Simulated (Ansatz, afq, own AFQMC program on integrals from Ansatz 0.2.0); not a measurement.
SiNH$_{3}$, singlet: AFQMC among the cluster methods

```yaml
atoms:
  - { symbol: Si, position_ang: [0.0000, -0.0247, 0.4482] }
  - { symbol: N, position_ang: [0.0000, 0.1040, -0.9690] }
  - { symbol: H, position_ang: [0.0000, -1.2569, 1.2864] }
  - { symbol: H, position_ang: [0.0000, 1.2097, 1.2588] }
  - { symbol: H, position_ang: [0.0000, -0.7106, -1.5695] }
```

Connectivity, by distances: SiH2–NH.

Basis cc-pVDZ. Noble-gas cores (and the filled d shells of Ga–Kr and In–Xe) are frozen. AFQMC by an in-house program on the Cholesky factors that Ansatz 0.2.0 writes for its CCSD(T) run. The CISD trial takes its coefficients from CCSD amplitudes. Released means that phaseless walkers are propagated on without the constraint, phases kept. Error bars are statistical, one sigma.

Determinant: RHF, the one that the program's search chose, which needn't be the lowest solution. The geometry is a point of a scan.

No full CI on the walks' own integrals is used here; CCSDT(Q) serves as the reference and is uncertain by about the last step of the cluster series.

```
T1 diagnostic                               : 0.0166
weight of the determinant in the CISD state : 0.882
size of the correlated space                : 12 electrons in 41 orbitals
```

Reference: CCSDT(Q), correlation energy -8.136 eV. The released energy is read at 2.40 1/Eh (meV from the phaseless value at times in 1/Eh: -3 ± 20 at 0.24, -20 ± 14 at 0.51, -4 ± 18 at 0.99, -29 ± 13 at 1.62, -34 ± 25 at 2.40).

```json
{"level": "HF", "E − E(reference) (kJ/mol)": "785.0", "share of correlation (%)": "0.00"}
{"level": "MP2", "E − E(reference) (kJ/mol)": "90.1", "share of correlation (%)": "88.52"}
{"level": "CCSD", "E − E(reference) (kJ/mol)": "26.9", "share of correlation (%)": "96.57"}
{"level": "CCSD(T)", "E − E(reference) (kJ/mol)": "4.1", "share of correlation (%)": "99.48"}
{"level": "CCSDT", "E − E(reference) (kJ/mol)": "2.2", "share of correlation (%)": "99.72"}
{"level": "ph-AFQMC/HF", "E − E(reference) (kJ/mol)": "-12.5 ± 7.0", "share of correlation (%)": "101.60"}
{"level": "ph-AFQMC/CISD", "E − E(reference) (kJ/mol)": "-0.6 ± 2.1", "share of correlation (%)": "100.08"}
{"level": "released AFQMC", "E − E(reference) (kJ/mol)": "-3.9 ± 2.4", "share of correlation (%)": "100.49"}
```

A walk keeps the symmetry of its determinant, which the program's search chose and which needn't be the lowest solution, so a lower state of the same spin and another symmetry isn't excluded. Released energies are given only where the last usable release times agree within the noise; a slower fall can still hide under it.
